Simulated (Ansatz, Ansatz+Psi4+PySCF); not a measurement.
```yaml
atoms:
  - { symbol: C, position_ang: [-0.0174, 0.0168, -0.6425] }
  - { symbol: O, position_ang: [-0.0400, -0.0384, 0.7607] }
  - { symbol: H, position_ang: [-0.0123, -1.0215, -1.0222] }
  - { symbol: H, position_ang: [-0.8763, 0.4428, -1.0348] }
  - { symbol: H, position_ang: [0.9009, 0.4674, -1.1247] }
  - { symbol: H, position_ang: [-0.0135, 0.8745, 1.1048] }
```

Basis set: cc-pVTZ (spherical functions). Frozen core: 2 orbitals. Charge 0, multiplicity 1.

Computed with Ansatz (development build ahead of 0.2.0); each method stands on the lowest determinant of its kind that the runs found. Restricted open shells among the atoms or ions are ROHF, correlated in semicanonical orbitals with singles.

The atomization energy at this shape (free ground-state atoms in the same class of orbitals less the molecule, no zero-point energy) of singlet CH4O:

```tsv
method	atomization energy
RHF-MP2	2100.1 kJ/mol
```

(1) What does RHF give?

Results:

(1) 1554.3 kJ/mol.
